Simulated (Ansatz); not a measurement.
# Worked example: correlation energy of S, triplet

A free S atom.

Basis def2-SVPD; Ansatz 0.2.0. Only valence electrons are correlated (noble-gas cores frozen), which leaves 6 electrons in 22 orbitals. Prefix R: restricted or restricted open-shell reference.

Full CI isn't at hand for all of this; RCCSDTQ serves as the reference, and is uncertain by about the last step of the cluster series.

Runs differ by some tens of microhartree through their thresholds and, for an open shell, their frozen cores, so steps under 0.03 kcal/mol mean nothing.

```csv
level,total energy (hartree)
RHF,-397.367075
RMP2,-397.462163
RCCSD,-397.480946
RCCSD(T),-397.482989
RCCSDT,-397.483444
RCCSDT(Q),-397.483578
RCCSDTQ,-397.483602
```

Task: What is the correlation energy at RCCSDTQ, and what share of it do RMP2 and RCCSDT recover?

Result: E(corr) = -397.483602 − (-397.367075) = -0.116527 hartree = -3.171 eV. RMP2: -0.095088 / -0.116527 = 81.60 %. RCCSDT: -0.116369 / -0.116527 = 99.86 %.

Task: By how many kcal/mol does RCCSD(T) miss RCCSDTQ (1 hartree = 627.509 kcal/mol), and which steps make up the rest?

Result: -397.482989 − (-397.483602) = 0.000613 hartree = 0.38 kcal/mol. Steps: RCCSDT − RCCSD(T) = -0.29, RCCSDT(Q) − RCCSDT = -0.08, RCCSDTQ − RCCSDT(Q) = -0.02 kcal/mol. That is within 1 kcal/mol of the reference in this basis, which itself misses far more of the correlation at the basis-set limit.
